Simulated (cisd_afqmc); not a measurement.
Input (AFQMC/CISD/cc-pVTZ; cisd_afqmc is a phaseless AFQMC code with CISD trial states that reads the integrals written by Ansatz):

Ansatz 0.2 input:
```python
import cisd_afqmc

open("ham.yaml", "w").write("""\
crystal:
  periodic: [false, false, false]
  atoms:
    - {symbol: O, position_ang: [-0.00000000, -0.00000000, -0.71416636]}
    - {symbol: F, position_ang: [0.00000000, 0.00000000, 0.63481454]}
basis:
  gaussian:
    orbitals: cc-pVTZ
magnetization: {spin_polarized: true, initial_magnetization: 1}
correlation: {method: ccsd, electrons: outside_noble_gas, hamiltonian_folder: ham}
""")
rep = cisd_afqmc.ansatz("ham.yaml")
e_ccsd = rep["correlation"]["coupled_cluster"]["energy"]["hartree"]
out = cisd_afqmc.run("ham", e_ccsd, trial="CISD", walkers=100, populations=8, threads=8, dt=0.005, steps=40, early=24, settle=10, least=32,
    cut=5e-5, rank_cut=2e-4, target=0.0004, seconds=1500, seed=1, memory=17280, gpu=False)
```

Output:

```
orbitals 58, occupied [7, 6], factors 303 of 377, rank of the doubles 382 of 669
E(HF) = -174.192536
E(CCSD) on the cut factors = -174.653943, shift to the whole factors -0.000010
Energy of the trial state on the determinant = -174.654016
  tau behind 7.2 of longer steps, mean of the populations' last blocks
   2.0  -174.67342
   4.0  -174.67343
   6.0  -174.67325
   8.0  -174.67076
  10.0  -174.66877
  12.0  -174.67019
  14.0  -174.67151
  16.0  -174.67167
  18.0  -174.67021
blocks 666 (1 outliers left out), error by blocks joined: 1: 0.00028, 2: 0.00033, 4: 0.00038, 8: 0.00038, 16: 0.00040
E(AFQMC/CISD) = -174.67097 +/- 0.00040
```
